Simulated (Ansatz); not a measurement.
# CH7Si2 radical: how energies converge with the basis set

How large a basis does CH7Si2 radical need? Two functionals are run in growing sets.

Method: one geometry, several basis sets; program: Ansatz 0.2.0, Gaussian basis.

The runs, in order: PBE0-D4/def2-SVP; ωB97M-V/def2-SVP; PBE0-D4/def2-QZVPP; ωB97M-V/def2-QZVPP; the functionals' def2-TZVPP values are taken from earlier runs.

## (1) The geometry

An earlier PBE0-D4 in a triple-zeta def2 set relaxation fixed the geometry.

SMILES `[SiH2]C[SiH3]`, 10 atoms, charge 0, spin multiplicity 2.

Atoms are counted from 1 here; the program's logs count them from 0.

Bond lengths: Si1–C2 1.875 Å, Si1–H4 1.489 Å, Si1–H5 1.491 Å, C2–Si3 1.874 Å, C2–H6 1.097 Å, C2–H7 1.095 Å, Si3–H8 1.487 Å, Si3–H9 1.487 Å, Si3–H10 1.488 Å. Angles: C2–Si1–H4 111.2°, C2–Si1–H5 112.4°, H4–Si1–H5 109.9°, Si1–C2–Si3 113.9°, Si1–C2–H6 108.8°, Si1–C2–H7 108.9°, Si3–C2–H6 109.0°, Si3–C2–H7 108.9°, H6–C2–H7 107.2°, C2–Si3–H8 110.1°, C2–Si3–H9 110.1°, C2–Si3–H10 110.9°, H8–Si3–H9 108.5°, H8–Si3–H10 108.5°, H9–Si3–H10 108.6°.

## (2) PBE0-D4 in def2-SVP

Contents of in.yaml:

```yaml
crystal:
  periodic: [false, false, false]
  atoms:
    - {symbol: Si, position_ang: [-1.437985, 0.822805, -0.577196]}
    - {symbol: C, position_ang: [0.378322, 0.374446, -0.452031]}
    - {symbol: Si, position_ang: [0.787780, -0.730857, 1.004259]}
    - {symbol: H, position_ang: [-2.277812, -0.389181, -0.787625]}
    - {symbol: H, position_ang: [-1.704817, 1.817119, -1.655129]}
    - {symbol: H, position_ang: [0.682533, -0.128774, -1.378029]}
    - {symbol: H, position_ang: [0.966641, 1.294316, -0.375327]}
    - {symbol: H, position_ang: [-0.039378, -1.966172, 0.957259]}
    - {symbol: H, position_ang: [0.504922, -0.021114, 2.279715]}
    - {symbol: H, position_ang: [2.222793, -1.123585, 0.987005]}
basis:
  gaussian: {orbitals: def2-SVP}
magnetization: {spin_polarized: true, initial_magnetization: 1}
hamiltonian: {xc: pbe0, dispersion: d4}
output: {orbitals: {seedname: orbitals}}
```

After this run come: ωB97M-V in def2-SVP; PBE0-D4 in def2-QZVPP; ωB97M-V in def2-QZVPP.

**Question.** What will the summary of the whole plan be? Wanted: PBE0-D4: double and triple zeta above quadruple; ωB97M-V: double and triple zeta above quadruple.

**Answer**, as computed:

| quantity | value |
| --- | --- |
| PBE0-D4: double and triple zeta above quadruple | 7.35, 0.60 eV |
| ωB97M-V: double and triple zeta above quadruple | 7.46, 0.57 eV |

**Reading.** For PBE0-D4 the step from double to triple zeta gains 6.74 eV and the next only 0.60 eV. These are total energies; as a rule much of such shifts cancels in differences, which this series doesn't test.
